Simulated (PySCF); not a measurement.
Molecule: SMILES OC1CC1, C3H6O.

Geometry (Å), atoms numbered from 1 in this order:
```xyz
10

O     1.544   -0.188   -0.757
C     0.579   -0.246    0.234
C    -0.777   -0.687   -0.190
C    -0.551    0.743    0.228
H     2.136    0.541   -0.548
H     0.933   -0.595    1.215
H    -1.346   -1.350    0.466
H    -0.899   -0.877   -1.259
H    -0.536    1.494   -0.567
H    -0.958    1.089    1.182
```

Geometry PBE0-D3(BJ)/def2-SVP throughout; GIAO in PySCF 2.14, gas phase, one conformer, non-relativistic; equivalent atoms averaged; functional PBE0.

For orientation, 6-311+G(2d,p) gives these absolute shieldings σ: O1 282.1, C2 140.1, C3/C4 177.4, H6 28.16, H8/H9 31.04, H7/H10 31.16, H5 31.18 ppm.

A run gave: O1 285.7, C2 139.5, C3/C4 177.8, H6 28.13, H8/H9 31.00, H7/H10 31.10, H5 31.13 ppm (absolute shieldings σ).

Question: Which basis set was used in that run?
A. pcSseg-2
B. aug-cc-pVDZ
C. def2-TZVP
D. STO-3G

Answer: C. C2 tells them apart best: def2-TZVP gives 139.5, pcSseg-2 gives 135.6, aug-cc-pVDZ gives 150.4, STO-3G gives 190.3 ppm.
